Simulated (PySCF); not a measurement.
C4H7Cl.
SMILES with atom numbers: `[CH3:1][CH2:2]/[CH:3]=[CH:4]\[Cl:5]` (hydrogens: H6, H7, H8 on C1; H9, H10 on C2; H11 on C3; H12 on C4)

Level: PBE0/def2-SVPD in PySCF, non-relativistic, on one gas-phase PBE0-D3(BJ)/def2-SVP geometry that isn't relaxed in the solvent. The solvent is an IEF-PCM continuum (Bondi radii, 1.10 Å for H, scaled by 1.2), and excitations are vertical TDDFT with non-equilibrium linear response and a frozen core. The model holds no explicit solvent molecules, cavitation or dispersion.

Gas-phase singlets (H = HOMO, L = LUMO):

```csv
state,E (eV),λ (nm),f,leading configuration
S1,6.525,190,0.090,H→L+1 56%
S2,6.697,185,0.242,H→L 58%
S3,6.922,179,0.017,H→L+2 79%
S4,7.186,173,0.000,H-1→L 98%
S5,7.578,164,0.014,H→L+3 62%
```

Question: Give the list for chloroform (ε = 4.711), n² = 2.09.

Answer: 
| state | E (eV) | λ (nm) | f | leading configuration | change by rank (eV) |
| --- | --- | --- | --- | --- | --- |
| S1 | 6.503 | 191 | 0.144 | H→L+1 54% | -0.022 |
| S2 | 6.632 | 187 | 0.304 | H→L 56% | -0.065 |
| S3 | 6.999 | 177 | 0.011 | H→L+2 88% | +0.077 |
| S4 | 7.298 | 170 | 0.001 | H-1→L 97% | +0.112 |
| S5 | 7.660 | 162 | 0.015 | H→L+3 49% | +0.082 |

Question: What are the lowest 5 singlets in dichloromethane (ε = 8.93)?

Answer: 
```json
{"state": "S1", "E (eV)": "6.507", "λ (nm)": "191", "f": "0.113", "leading configuration": "H→L+1 61%", "change by rank (eV)": "-0.018"}
{"state": "S2", "E (eV)": "6.641", "λ (nm)": "187", "f": "0.333", "leading configuration": "H→L 63%", "change by rank (eV)": "-0.056"}
{"state": "S3", "E (eV)": "7.015", "λ (nm)": "177", "f": "0.011", "leading configuration": "H→L+2 88%", "change by rank (eV)": "+0.093"}
{"state": "S4", "E (eV)": "7.319", "λ (nm)": "169", "f": "0.001", "leading configuration": "H-1→L 97%", "change by rank (eV)": "+0.133"}
{"state": "S5", "E (eV)": "7.675", "λ (nm)": "162", "f": "0.015", "leading configuration": "H→L+3 47%", "change by rank (eV)": "+0.097"}
```

Question: The ground-state energy changes by -0.086 eV from gas to dichloromethane. By how much does the total energy of gas-phase S3 change?

Answer: E(S3) = E(S0) + excitation energy, so it changes by -0.086 + 0.093 = +0.007 eV: it isn't lowered at all, while the ground state is. This is the vertical state, with the slow part of the continuum still set for S0.

Question: How do the frontier levels move from gas to dichloromethane?

Answer: 
```tsv
orbital	gas (eV)	solvent (eV)	change (eV)
LUMO+2	1.03	1.14	+0.11
LUMO+1	0.72	0.75	+0.03
LUMO	-0.08	0.00	+0.08
HOMO	-7.22	-7.21	+0.01
HOMO-1	-8.81	-8.87	-0.06
HOMO-2	-9.75	-9.58	+0.17
HOMO-3	-9.97	-9.82	+0.15
```

The HOMO–LUMO gap goes from 7.15 to 7.22 eV.

Rough CPU time on one thread of a shared machine: about 21 s. This is the whole response run at PBE0/def2-SVPD in dichloromethane, SCF included.

Conformer computed: `[CH3:1][CH2:2]/[CH:3]=[CH:4]\[Cl:5]`: C1–C2–C3–C4 115°.
